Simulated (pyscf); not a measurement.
H₃C–GeH₃ + H• -> H₃C–GeH₂• + H₂ (hydrogen abstraction; doublet surface; Ge–H broken, H–H formed). PySCF, gas phase, ωB97X-D3(BJ)/def2-SVP geometries. Rate constants from transition-state theory, ωB97M-D3(BJ)/def2-TZVP energies (ideal gas, 1 atm, RRHO with modes under 100 cm⁻¹ raised to 100, one conformer, R ln 2 for chiral ones without a mode under 150 cm⁻¹; no tunnelling), k in cm³ molecule⁻¹ s⁻¹.

```
T (K)  1000/T  log10 k
-----  ------  -------
298     3.354   -11.87
600     1.667        ?
900     1.111   -10.13
1200    0.833    -9.80
```

Problem. Fit an Arrhenius line to the three values, give the activation energy, and predict k at 600 K.

Solution. Least squares gives log10 k = -9.18 − 0.80 × 1000/T, so Ea = 0.80 × ln 10 × 1.987 = 3.7 kcal/mol, against an electronic barrier of 2.9. At 600 K the line gives -10.51; the computed value is -10.65 (ΔG‡ = 12.8 kcal/mol), a factor 1.4 under the line, since the plot is curved. One saddle was located; it need not be the lowest between these sides. The angle at the transferred H is 177°. Elements up to Kr have no core potential and no relativistic terms here.
